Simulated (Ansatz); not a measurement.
Born–Oppenheimer molecular dynamics of FH₃Si (5 atoms, charge 0, multiplicity 1). It starts at the highest image of a converged band. Of that band: Neighbouring images differ by up to 1.3 eV, so the band resolves the path poorly. A vibrational analysis at the climbing image gives one clearly imaginary mode, 1228i cm⁻¹: a first-order saddle point.

All numbers below come from Ansatz 0.2.0, RKS PBE0-D4/def2-SVPD.

```
ensemble                      : NVE (velocity Verlet)
time step                     : 0.5 fs
steps asked                   : 200
starting velocities drawn for : 100 K
seed                          : 10531
```

First frame:

```xyz
5
Properties=species:S:1:pos:R:3
Si 0.179 0.000 -0.408
F 0.971 0.000 1.427
H 1.610 0.000 0.475
H -0.759 1.171 -0.306
H -0.759 -1.171 -0.306
```

Task: How far do the bonds stretch over the last three quarters of this one trajectory? (Pairs bonded in most of those frames.)

Result: 
```tsv
bond	mean (Å)	spread (Å)	shortest	longest
Si1–H4	1.533	0.011	1.51	1.55
Si1–H5	1.535	0.021	1.50	1.57
F2–H3	0.925	0.017	0.90	0.96
```

Mean temperature of the second half: 580 K. The conserved energy stayed within 0.074 meV per atom of its start (net change 0.016 meV per atom), so the integration is sound. The kinetic energy rose, since the run started high on the potential surface and went downhill. It ends in pieces (FH + H2Si), so much of that is their flight and rotation, not heat. A run of 0.1 ps of so small a system gives no equilibrium averages. The orbitals stay closed-shell, which can raise the energy where a bond breaks towards radicals; this wasn't checked here.

The run took 4.1 min on 1 thread of Arm Neoverse V1 (shared host), peak memory 0.12 GiB.
